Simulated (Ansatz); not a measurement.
# C₂H₉N (SMILES CN.C): a short trajectory

Aim: follow the atoms for 30 steps of 1.0 fs at constant energy, with velocities drawn for 700 K.

Computed with Ansatz 0.2.0, Gaussian basis. Level: PBE0-D4/STO-3G.

116 further runs of the same task are left out: 116 set aside as unsound or not needed.

### Step 1. The starting structure

The start, a pair relaxed at PBE0-D4: SMILES `CN.C`, 12 atoms, charge 0, spin multiplicity 1.

Atoms are counted from 1 here; the program's logs count them from 0.

Bond lengths: C1–N2 1.453 Å, C1–H3 1.100 Å, C1–H4 1.092 Å, C1–H5 1.092 Å, N2–H6 1.012 Å, N2–H7 1.012 Å, C8–H9 1.090 Å, C8–H10 1.090 Å, C8–H11 1.090 Å, C8–H12 1.090 Å. Angles: N2–C1–H3 115.3°, N2–C1–H4 109.3°, N2–C1–H5 109.3°, H3–C1–H4 107.8°, H3–C1–H5 107.8°, H4–C1–H5 107.0°, C1–N2–H6 110.9°, C1–N2–H7 110.9°, H6–N2–H7 106.9°, H9–C8–H10 109.4°, H9–C8–H11 109.5°, H9–C8–H12 109.4°, H10–C8–H11 109.5°, H10–C8–H12 109.4°, H11–C8–H12 109.5°.

Geometry (Å):

```mol
C2H9N
  3D, bonds by distance, orders not assigned

 12 10  0  0  0  0  0  0  0  0999 V2000
   -0.4227   -0.5042   -1.7206 C   0  0
    0.4264    0.6743   -1.6916 N   0  0
   -0.6953   -0.9119   -0.7363 H   0  0
    0.0772   -1.2960   -2.2830 H   0  0
   -1.3474   -0.2705   -2.2528 H   0  0
    1.2983    0.4791   -1.2168 H   0  0
   -0.0210    1.4288   -1.1871 H   0  0
    0.1371    0.0803    2.2177 C   0  0
    0.3224    0.4021    1.1930 H   0  0
   -0.9153    0.2271    2.4594 H   0  0
    0.7518    0.6662    2.9005 H   0  0
    0.3882   -0.9754    2.3175 H   0  0
  1  2  8  0
  1  3  8  0
  1  4  8  0
  1  5  8  0
  2  6  8  0
  2  7  8  0
  8  9  8  0
  8 10  8  0
  8 11  8  0
  8 12  8  0
M  END
```

### Step 2. The run

Input file md/in.yaml:

```yaml
crystal:
  periodic: [false, false, false]
  atoms:
    - {symbol: C, position_ang: [-0.422669, -0.504242, -1.720618]}
    - {symbol: N, position_ang: [0.426374, 0.674314, -1.691599]}
    - {symbol: H, position_ang: [-0.695266, -0.911867, -0.736345]}
    - {symbol: H, position_ang: [0.077242, -1.296011, -2.282960]}
    - {symbol: H, position_ang: [-1.347416, -0.270476, -2.252810]}
    - {symbol: H, position_ang: [1.298350, 0.479097, -1.216770]}
    - {symbol: H, position_ang: [-0.021022, 1.428820, -1.187147]}
    - {symbol: C, position_ang: [0.137092, 0.080314, 2.217746]}
    - {symbol: H, position_ang: [0.322381, 0.402114, 1.193043]}
    - {symbol: H, position_ang: [-0.915277, 0.227131, 2.459383]}
    - {symbol: H, position_ang: [0.751789, 0.666159, 2.900525]}
    - {symbol: H, position_ang: [0.388225, -0.975352, 2.317451]}
basis:
  gaussian: {orbitals: STO-3G}
hamiltonian: {xc: pbe0, dispersion: d4}
md: {n_steps: 30, timestep: 1.0, temperature: 700, ensemble: nve, seed: 207, initial_velocities: maxwell_boltzmann}
```

Launch:

```
$ ansatz run in.yaml --threads 4 --pin off --events-out ev --progress --plain --max-ram 9574MiB
```

Q: Predict the outcome of this session. Wanted: temperature at the start; mean temperature, second half; lowest and highest potential energy, from the first frame; largest change of potential + kinetic.

The runs gave:

```
                                                 quantity              value
                                                   length  30 steps, 30.0 fs
                                 temperature at the start              700 K
                            mean temperature, second half              428 K
lowest and highest potential energy, from the first frame      0 and 582 meV
                    largest change of potential + kinetic           46.7 meV
```

With no thermostat the total energy should stay fixed; it holds within 46.7 meV, or 8 % of the mean kinetic energy of 582 meV, more than a sound time step leaves. The temperature runs between 279 and 700 K. The bonding pattern stays as it was.
